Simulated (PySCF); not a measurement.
Structure problem from calculated spectra and properties.

Formula: CHNO.

| Item | Value |
| --- | --- |
| Rotational structure | rotational constants A, B, C: 672.088, 10.679, 10.512 GHz [PBE0-D3(BJ)/def2-SVP] |
| Dipole | 3.98 D [CAM-B3LYP/def2-SVPD] |
| 13C NMR | chemical shifts (computed TMS as zero) by class: 115.8 (1 C) ppm [GIAO PBE0/pcSseg-1] |
| Triplet | lowest triplet excitation (Tamm–Dancoff): 6.60 eV [TDA CAM-B3LYP/def2-SVPD] |
| UV, strongest line | among the 10 lowest singlet transitions: S9 at 10.12 eV (122 nm, f = 0.108) [TDDFT CAM-B3LYP/def2-SVPD] |
| Polarisability | 21.5 au [CAM-B3LYP/def2-SVPD] |
| XPS | C1s 294.5, N1s 405.8, O1s 542.4 eV [ΔSCF SCAN, pcX-2 on the ionised atom, pcseg-1 elsewhere, spin-free X2C] |
| Couplings | largest of the computed one-bond spin–spin couplings (means over like bonds): 17O–1H -85.8, 17O–13C +25.9, 15N–13C -11.5 Hz [B3LYP/pcJ-1] |

Gas-phase values; electronic properties from PySCF, density fitting. Levels stand in brackets. Isolated species at its PBE0-D3(BJ)/def2-SVP geometry, gas phase. Each NMR value is the plain mean over a class of atoms that symmetry, rotation or inversion makes alike.

**Question.** Give a SMILES that accounts for the data.

**Answer.** Numbering: `[N:1]#[C:2][OH:3]`. Its formula, CHNO, gives 2 degrees of unsaturation: 0 rings and 2 π bonds in the structure found. The one carbon: cyano carbon [C2] (115.8 ppm). The couplings run between: -85.8 Hz, hydroxyl oxygen [O3] and its hydrogen; +25.9 Hz, hydroxyl oxygen [O3] and cyano carbon [C2]; -11.5 Hz, cyano nitrogen [N1] and cyano carbon [C2]. The core levels belong to: C1s 294.5 eV, cyano carbon [C2]; N1s 405.8 eV, cyano nitrogen [N1]; O1s 542.4 eV, hydroxyl oxygen [O3]. The hole state at 294.5 eV has ⟨S²⟩ = 0.83 against 0.75, so that value is less sure. The optimised geometry has point group Cs and is an asymmetric top. Structure: `N#CO` (HOCN). Computed isomers that give other values at the same levels: `N=C=O` (rotational constant A: 955.808 GHz; this holds for the one conformer computed). The assignments are read from this structure; whether some other isomer fits the data as well wasn't checked.
